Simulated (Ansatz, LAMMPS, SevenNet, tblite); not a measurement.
# Zinc-blende ZnSe, bulk modulus

Reference value: 62.4 GPa (measured, temperature not stated, no zero-point or thermal correction, our sources range from 62.4 to 69.3; as tabulated in Toher et al. (2017), arXiv:1611.05714).

```tsv
level (code)	value (GPa)	cell (Å³/atom)
ionic model grunwald2012 (rigid ions, LAMMPS)	65.0	25.07
GFN1-xTB (tblite)	44.8	25.26
SevenNet-l3i5	58.0	23.64
LDA (Ansatz)	…	21.57
PBE (Ansatz)	56.7	23.55
PBE-D3(BJ) (Ansatz)	…	22.60
r²SCAN+rVV10 (Ansatz)	…	22.42
LC-ωPBE (Ansatz)	76.1	21.98
Hartree–Fock (Ansatz)	57.8	25.25
```

Question: Fill in the missing entries.

Answer: 
- LDA (Ansatz, a program for electronic structure), value (GPa): 71.6
- PBE-D3(BJ) (Ansatz), value (GPa): 63.3
- r²SCAN+rVV10 (Ansatz), value (GPa): 68.0

Differences against the reference: ionic model grunwald2012 +4.2 %, GFN1-xTB -28 %, SevenNet-l3i5 -7.1 %, LDA +14.7 %, PBE -9.1 %, PBE-D3(BJ) +1.4 %, r²SCAN+rVV10 +9.0 %, LC-ωPBE +22 %, Hartree–Fock -7.4 %.

The reference's temperature isn't stated, so close values are not ranked against it. Off by more than 28 %, or 39 % on the side where a correction would as a rule narrow the miss (bounds picked here): GFN1-xTB (-28 %).

The reference isn't brought to a static lattice, while the calculations are for one, so the differences are not the levels' errors alone. A static lattice is as a rule stiffer than a warm one, by over a tenth in soft solids.  GFN1-xTB: the method was fitted mainly to molecules. GFN1-xTB: the run uses a supercell at the zone centre in place of a k mesh. Hartree–Fock: the cell is over a tenth larger than the published one: the level's own overestimate first of all, though another phase or state, or a fault of the published cell, is possible. Each level is taken at its own relaxed cell. Cutoffs and k meshes differ between the levels. Ansatz's density-functional and Hartree–Fock values are scalar-relativistic unless marked +SOC, with PAW data made under PBE.

Empirical potentials (ionic model grunwald2012) are fitted to chosen data: where that held the value shown, agreement is built in, and what lay outside the fit can be far off. Machine-learned potentials (SevenNet-l3i5) are trained on DFT data: a solid inside that data is no test of them.

Differences are worked out from the printed values.
